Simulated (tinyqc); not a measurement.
Coupled-perturbed Hartree-Fock on RHF in the sto-6g basis, for H2F+, spin multiplicity 1, step by step. One step of it, computed by the program tinyqc.

Task: Coupled step 2. U_ai = -(mu_ai + sum_bj [4 (ai|bj) - (ab|ij) - (aj|bi)] U_bj) / (e_a - e_i); alpha = -4 sum U_ai mu_ai.

U after step 1:
```
          i1        i2         i3         i4        i5
a6  0.000169  0.069288   0.000000  -0.564969  0.000000
a7  0.000000  0.000000  -0.486122   0.000000  0.000000
```

dipole integrals <a|z|i> (bohr):
```
           i1        i2        i3        i4        i5
a6  -0.030664  0.025491  0.000000  0.586600  0.000000
a7   0.000000  0.000000  0.668245  0.000000  0.000000
```

orbital energies (hartree): MO1 -26.895171, MO2 -1.968892, MO3 -1.051016, MO4 -1.007923, MO5 -0.987890, MO6 -0.117094, MO7 -0.026502

Two-electron integrals over orbitals (pq|rs), unique and non-zero (hartree):
```
(11|11) 5.382410    (21|11) -0.524734   (21|21) 0.082754    (22|11) 1.236486
(22|21) -0.022342   (22|22) 0.868481    (31|31) 0.018939    (32|31) 0.026679
(32|32) 0.152280    (33|11) 0.991724    (33|21) -0.008454   (33|22) 0.754367
(33|33) 0.720566    (41|11) 0.121304    (41|21) -0.017089   (41|22) 0.011408
(41|33) 0.004137    (41|41) 0.026502    (42|11) -0.105265   (42|21) 0.007405
(42|22) -0.015114   (42|33) -0.012715   (42|41) 0.028405    (42|42) 0.157778
(43|31) -0.003517   (43|32) 0.005838    (43|43) 0.050945    (44|11) 1.099879
(44|21) -0.012455   (44|22) 0.794076    (44|33) 0.688422    (44|41) -0.008625
(44|42) -0.078096   (44|44) 0.816308    (51|51) 0.030348    (52|51) 0.039490
(52|52) 0.185724    (53|53) 0.038365    (54|51) -0.008459   (54|52) -0.031688
(54|54) 0.049486    (55|11) 1.265990    (55|21) -0.013780   (55|22) 0.889593
(55|33) 0.742483    (55|41) 0.003039    (55|42) -0.056392   (55|44) 0.799721
(55|55) 0.998085    (61|11) 0.171392    (61|21) -0.028616   (61|22) 0.003600
(61|33) 0.001461    (61|41) -0.008114   (61|42) -0.020333   (61|44) 0.010860
(61|55) 0.004301    (61|61) 0.018467    (62|11) -0.246231   (62|21) 0.006486
(62|22) -0.129949   (62|33) -0.084098   (62|41) -0.018462   (62|42) -0.054396
(62|44) -0.075812   (62|55) -0.128699   (62|61) 0.008071    (62|62) 0.071173
(63|31) -0.003836   (63|32) 0.014848    (63|43) 0.017376    (63|63) 0.061718
(64|11) -0.330250   (64|21) 0.004543    (64|22) -0.181491   (64|33) -0.111886
(64|41) -0.002937   (64|42) 0.028930    (64|44) -0.175240   (64|55) -0.187994
(64|61) -0.000287   (64|62) 0.056261    (64|64) 0.107605    (65|51) -0.010696
(65|52) -0.042476   (65|54) -0.013812   (65|65) 0.022709    (66|11) 0.681881
(66|21) -0.005543   (66|22) 0.554325    (66|33) 0.534285    (66|41) 0.013519
(66|42) 0.059777    (66|44) 0.531425    (66|55) 0.533148    (66|61) -0.005669
(66|62) -0.053452   (66|64) -0.029886   (66|66) 0.533179    (71|31) -0.016160
(71|32) -0.022110   (71|43) 0.003072    (71|63) 0.003049    (71|71) 0.013796
(72|31) -0.017603   (72|32) -0.071727   (72|43) 0.020893    (72|63) 0.021903
(72|71) 0.014624    (72|72) 0.053888    (73|11) -0.423288   (73|21) 0.007565
(73|22) -0.222517   (73|33) -0.173275   (73|41) 0.001128    (73|42) 0.058500
(73|44) -0.184201   (73|55) -0.237644   (73|61) -0.004136   (73|62) 0.057626
(73|64) 0.110362    (73|66) -0.017267   (73|73) 0.164405    (74|31) 0.006637
(74|32) 0.052069    (74|43) 0.001703    (74|63) 0.048403    (74|71) -0.005692
(74|72) -0.008380   (74|74) 0.054365    (75|53) -0.025004   (75|75) 0.017829
(76|31) 0.007695    (76|32) 0.075609    (76|43) 0.057045    (76|63) 0.078457
(76|71) -0.006521   (76|72) 0.006616    (76|74) 0.070418    (76|76) 0.160446
(77|11) 0.718870    (77|21) -0.006004   (77|22) 0.570113    (77|33) 0.574331
(77|41) 0.003131    (77|42) 0.013888    (77|44) 0.546154    (77|55) 0.555407
(77|61) 0.000751    (77|62) -0.035123   (77|64) -0.024200   (77|66) 0.523070
(77|73) -0.046891   (77|77) 0.546765
```

Give: U after step 2; polarisability.

Result:

U after step 2:
```
        i1      i2       i3       i4      i5
a6  0.0003  0.0672   0.0000  -0.6159  0.0000
a7  0.0000  0.0000  -0.5144   0.0000  0.0000
```

polarisability = 2.8135 bohr^3
